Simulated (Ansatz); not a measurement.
System: rock-salt TiC. Method: LDA (Ansatz, a first-principles code, PAW).

Numerical settings: plane-wave cutoff 520 eV, 26×26×26 k mesh, Fermi–Dirac smearing 0.056 eV (set by the program), no spin polarisation, scalar-relativistic PAW data made under PBE.

Computed at the level's own relaxed cell.

Hill averages of the elastic tensor: K = 282.1 GPa, G = 196.4 GPa. Volume 9.669 Å³/atom, mean atomic mass 29.939 u.

Task: Work out the density, the sound velocities of a polycrystal and the elastic Debye temperature, and Pugh's ratio at this level.

Result: ρ = 1.66054 × 29.939/9.669 = 5.142 g/cm³. v_l = √[(K + 4G/3)/ρ] = 10.285 km/s and v_t = √(G/ρ) = 6.180 km/s. The mean follows from 3/v_m³ = 1/v_l³ + 2/v_t³: v_m = 6.836 km/s. Θ_D = (ħ/k_B) v_m (6π²/V)^(1/3) = 76.38 K Å s/km × 6.836 × 1.8296 Å⁻¹ = 955 K, counting all atoms of the cell. K/G = 1.44, to be set beside Pugh's rough bound of 1.75 between brittle and ductile metals.
